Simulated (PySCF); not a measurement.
**How the method changes the constants of SiCl**

State: ²Π (doublet), unpaired electrons π ↑. Set-up: Si pcseg-2, Cl pcseg-2; no relativity (PySCF 2.14). De refers to Si + Cl in their high-spin ground configurations, without counterpoise correction. The functionals are run spin-unrestricted. A positive dipole means Si(−)Cl(+).

```
      Level  Re (Å)  ωe (cm⁻¹)  De (eV)  μ (D)
        UHF   2.075        532     3.01  -1.34
    UHF-MP2   2.056        556     4.31    n/a
UHF-SCS-MP2   2.062        548     4.18    n/a
   UHF-CCSD   2.060        551     4.05    n/a
UHF-CCSD(T)   2.061        550     4.18    n/a
        PBE   2.084        513     4.53  -0.86
     r²SCAN   2.069        529     4.44  -0.79
      B3LYP   2.084        512     4.29  -1.09
       PBE0   2.065        535     4.38  -0.93
        M06   2.067        535     4.58  -0.96
     M06-2X   2.069        533     4.47  -1.17
      ωB97X   2.057        546     4.40  -1.01
```

(1) Which functional lies closest to UHF-CCSD(T) in De, which farthest, and by how much do they differ from it?

(2) What does a quarter of exact exchange do here, going from PBE to PBE0?

(3) What does the step from GGA to meta-GGA do here, going from PBE to r²SCAN?

Correlated steps freeze 10 core orbitals. The state was picked by a PBE0 search and need not be the measured ground state.

## Answers

(1) Closest is B3LYP (+2.3 pm in Re, -6.9 % in ωe, +0.11 eV in De against UHF-CCSD(T) in the same basis), farthest M06 (+0.6 pm in Re, -2.7 % in ωe, +0.40 eV in De). CCSD(T) converges more slowly with the basis than the functionals do and binds too weakly in this one, so the order can change at the basis-set limit.

(2) PBE0 less PBE: -1.9 pm in Re, +4.3 % in ωe, -0.15 eV in De. Exact exchange removes part of the self-interaction that spreads semilocal densities, and in most molecules shortens and stiffens the bond and lowers De; so it does here.

(3) r²SCAN less PBE: -1.5 pm in Re, +3.1 % in ωe, -0.09 eV in De.
